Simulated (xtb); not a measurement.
H3N, SMILES N. All values are semi-empirical tight-binding results from xtb (GFN2-xTB unless named), good for trends rather than for accurate numbers. Geometry optimised at GFN2-xTB.

Optimised geometry:

Bond lengths (Å): N1–H2 1.013, N1–H3 1.013, N1–H4 1.013. Bond angles (°): H2–N1–H3 107.7, H2–N1–H4 107.7, H3–N1–H4 107.7.

```
Quantity                                        Result
---------------------------------------  -------------
point group as xtb finds it                        C3v
orbital gap                                   12.23 eV
dipole moment                                   1.78 D
zero-point energy                        21.1 kcal/mol
G − E(el) at 298.15 K (modified RRHO)     9.7 kcal/mol
static polarisability (D4 model)            14.0 bohr³
solvation energy, GFN2-xTB/ALPB(water)   -4.0 kcal/mol
solvation energy, GFN2-xTB/ALPB(ch2cl2)  -1.1 kcal/mol
```

Q: Give the IR lines (harmonic; lines under 4 % of the strongest left out, lines within 3 cm⁻¹ merged). (Estimate from the structure and the level; the computed values follow.)

A: ν (cm⁻¹): 1159 (vs), 1593 (m), 3477 (w) (against the strongest line: vs over 80 %, s over 45 %, m over 15 %, w over 4 %, vw less)

Q: Give the atomic charges. (The exact figures need the calculation; the answer reports its results.)

A: charges (e) N1 -0.43, H2 0.14, H3 0.14, H4 0.14.
